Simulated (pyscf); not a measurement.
Thermochemistry of product channels of `[CH2]=[CH][C]#[N]` on the singlet surface, in kcal/mol, from CCSD(T)/def2-TZVPP + ΔMP2(QZVPP) energies (ideal gas, 1 atm, RRHO with modes under 100 cm⁻¹ raised to 100, one conformer, R ln 2 for rigid chiral ones). Single points on ωB97X-D3(BJ)/def2-SVP structures (PySCF, gas phase). MP2 and CC: frozen core, UHF for open shells. ΔMP2 is the change of the MP2 total energy from the triple- to the quadruple-zeta basis.

| products | ΔE | ΔH(298 K) | ΔG(600 K) | ΔG(1200 K) |
|---|---|---|---|---|
| `[NH]=[C]1[CH]=[CH]1` | ___ | +49.5 | +50.7 | +51.9 |
| `[CH]#[C][CH]=[NH]` | ___ | +33.7 | +33.5 | +33.1 |
| `[CH]#[C][N]=[CH2]` | ___ | +42.7 | +42.7 | +42.5 |

**Question.** Some entries are withheld; supply them.

**Answer.** 
- `[NH]=[C]1[CH]=[CH]1`, ΔE: +49.9
- `[CH]#[C][CH]=[NH]`, ΔE: +33.8
- `[CH]#[C][N]=[CH2]`, ΔE: +43.3

These are energies of the channels, which say nothing of barriers. The CCSD(T) − MP2 part came from Ansatz, without density fitting, on the same reference.
